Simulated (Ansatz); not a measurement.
# SiH4: geometry and frequencies at several levels

The task, for SiH4: geometry and frequencies at several levels.

Computed with Ansatz 0.2.0 (the levels named in each step, unless a step's input says otherwise).

### Step 1. Starting point

Bond lengths: Si1–H2 1.461 Å, Si1–H3 1.461 Å, Si1–H4 1.461 Å, Si1–H5 1.461 Å. Angles: H2–Si1–H3 109.5°, H2–Si1–H4 109.5°, H2–Si1–H5 109.4°, H3–Si1–H4 109.4°, H3–Si1–H5 109.5°, H4–Si1–H5 109.6°.

As a file:

```xyz
5

Si    0.0000    0.0000    0.0000
H    -0.1692    1.2095   -0.8011
H    -0.7328    0.1404    1.2556
H     1.4183   -0.2003    0.2857
H    -0.5172   -1.1483   -0.7398
```

### Step 2. A rough first relaxation, PBE-D4/def2-SVP

File input.yaml:

```yaml
crystal:
  periodic: [false, false, false]
  atoms:
    - { symbol: Si, position_ang: [0.0, -2.0e-05, -2.0e-05] }
    - { symbol: H, position_ang: [-0.16918, 1.20949, -0.80112] }
    - { symbol: H, position_ang: [-0.73281, 0.14039, 1.25561] }
    - { symbol: H, position_ang: [1.41828, -0.2003, 0.28572] }
    - { symbol: H, position_ang: [-0.51716, -1.14828, -0.73977] }
basis:
  gaussian: { orbitals: def2-SVP }
hamiltonian:
  xc: pbe
  dispersion: d4
relax:
  f_tol: 0.03
  max_steps: 200
```

Launch:

```
$ ansatz run input.yaml --threads 1 --pin off --max-ram 2560MiB --backend cpu --events-out ev --progress --plain --runs-dir out
```

Further steps of the session: Relaxation, HF/STO-3G; Frequencies, HF/STO-3G; Relaxation, HF/6-31G*; Frequencies, HF/6-31G*; Relaxation, LDA/def2-SVP; Frequencies, LDA/def2-SVP; Relaxation, PBE-D4/def2-SVP; Frequencies, PBE-D4/def2-SVP; Relaxation, PBE0-D4/def2-TZVPP; Relaxation, MP2/def2-TZVPP; Frequencies, MP2/def2-TZVPP.

**Question.** What will these runs give? Wanted: Si1–H2 at MP2/def2-TZVPP; Si1–H3 at MP2/def2-TZVPP; frequencies at MP2/def2-TZVPP.

As calculated:

| quantity | value |
| --- | --- |
| Si1–H2 at MP2/def2-TZVPP | 1.474 Å |
| Si1–H3 at MP2/def2-TZVPP | 1.474 Å |
| frequencies at MP2/def2-TZVPP | 953 to 2307 cm⁻¹ |

The Si–H distance spreads over 0.083 Å, from HF/STO-3G (shortest) to LDA/def2-SVP. No mode is imaginary, so the geometry is a minimum.
